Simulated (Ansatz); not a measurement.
Results of PBE-D3(BJ) in Ansatz (PAW) for solid chlorine.

Numerical settings: plane-wave cutoff 520 eV, 10×10×4 k mesh (along the axes of the cell as run), Fermi–Dirac smearing 0.01 eV, scalar-relativistic PAW data made under PBE.

The cell is scaled about its equilibrium volume:

Shape and atoms are relaxed at each volume.

```json
[
 {"V (Å³/atom)": "26.064", "P (GPa)": "0.36", "direct gap at Γ (eV)": "2.177", "c (Å)": "8.039", "a (Å)": "6.448"},
 {"V (Å³/atom)": "26.607", "P (GPa)": "0.17", "direct gap at Γ (eV)": "2.183", "c (Å)": "8.066", "a (Å)": "6.522"},
 {"V (Å³/atom)": "27.151", "P (GPa)": "0.00", "direct gap at Γ (eV)": "2.192", "c (Å)": "8.094", "a (Å)": "6.594"},
 {"V (Å³/atom)": "27.694", "P (GPa)": "-0.13", "direct gap at Γ (eV)": "2.202", "c (Å)": "8.120", "a (Å)": "6.665"},
 {"V (Å³/atom)": "28.237", "P (GPa)": "-0.25", "direct gap at Γ (eV)": "2.212", "c (Å)": "8.144", "a (Å)": "6.736"}
]
```

A straight line through the gaps at Γ against ln V gives a volume deformation potential dE_g(Γ)/d ln V of 0.4 eV: the gap at Γ narrows under compression.

Note: the bulk modulus comes from volumes at which shape and atoms were relaxed.

Ansatz is a program for electronic structure.
